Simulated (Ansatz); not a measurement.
**AlHO (singlet): the correlation ladder at distance Al1–O2 = 4.244 Å, 6-31G**

Aim: climb from Hartree-Fock through coupled cluster and multireference methods for AlHO (singlet) at one geometry and basis, and see what each rung misses.

Method: 6-31G, core rule «outside noble gas», up to 6 orbitals frozen; program: Ansatz 0.2.0, Gaussian basis.

Plan: UHF; BCCD(T) on RHF; CISD; CCSDT(Q) on RHF; CISDTQ; CCSDTQ on RHF; CASSCF and MRCISD+Q, 2 electrons in 2 orbitals; CASSCF and NEVPT2, 2 electrons in 2 orbitals; CASSCF and MRCISD+Q, 10 electrons in 9 orbitals; CASSCF and MRCISD+Q(relaxed), 10 electrons in 9 orbitals; CASSCF and NEVPT2, 10 electrons in 9 orbitals; Full CI.

43 further runs of the same task are left out: 21 for a known fault of the program, 16 that didn't finish, 6 set aside as unsound or not needed.

### Step 1. The geometry

The geometry derives from a PBE0/def2-TZVP stationary point (not a proven minimum). One bond is set to the value named and the two fragments are kept rigid.

3 atoms, charge 0, spin multiplicity 1.

Atoms are counted from 1 here; the program's logs count them from 0.

Bond lengths: Al1–H3 1.568 Å.

### Step 2. UHF

in.yaml

```yaml
crystal:
  periodic: [false, false, false]
  atoms:
    - {symbol: Al, position_ang: [0.000000, 0.000000, 0.891888]}
    - {symbol: O, position_ang: [0.000000, 0.000000, -3.352112]}
    - {symbol: H, position_ang: [0.000000, 0.000000, 2.460223]}
basis:
  gaussian: {orbitals: 6-31G}
magnetization: {spin_polarized: true, initial_magnetization: 0}
hamiltonian: {xc: hf}
output: {orbitals: {seedname: orbitals}}
```

On the command line:

```console
ansatz run in.yaml --threads 1 --pin off --events-out ev --progress --plain --max-ram 2393MiB
```

The runs that follow: BCCD(T) on RHF; CISD; CCSDT(Q) on RHF; CISDTQ; CCSDTQ on RHF; CASSCF and MRCISD+Q, 2 electrons in 2 orbitals; CASSCF and NEVPT2, 2 electrons in 2 orbitals; CASSCF and MRCISD+Q, 10 electrons in 9 orbitals; CASSCF and MRCISD+Q(relaxed), 10 electrons in 9 orbitals; CASSCF and NEVPT2, 10 electrons in 9 orbitals; Full CI.

Before running them: what should the planned runs give, taken together? Wanted: FCI below the UHF energy; NEVPT2 pair from FCI; MRCISD+Q pair from FCI; NEVPT2 valence from FCI; effectively unpaired electrons.

The runs gave:

```
                         quantity                                        value
         FCI below the UHF energy                                   -2.3572 eV
             NEVPT2 pair from FCI                              +32.58 kcal/mol
           MRCISD+Q pair from FCI                              +15.88 kcal/mol
          NEVPT2 valence from FCI                              +12.96 kcal/mol
levels within 1 kcal/mol (43 meV)  MRCISD+Q valence, MRCISD+Q(relaxed) valence
   effectively unpaired electrons                                         4.26
```

In words: With 4.3 effectively unpaired electrons against 0 the state is strongly multireference. Of the multireference levels listed MRCISD+Q(relaxed) valence comes nearest in total energy (+0.24 kcal/mol), which doesn't show that its space is the better one. These misses are within one basis, not against nature.
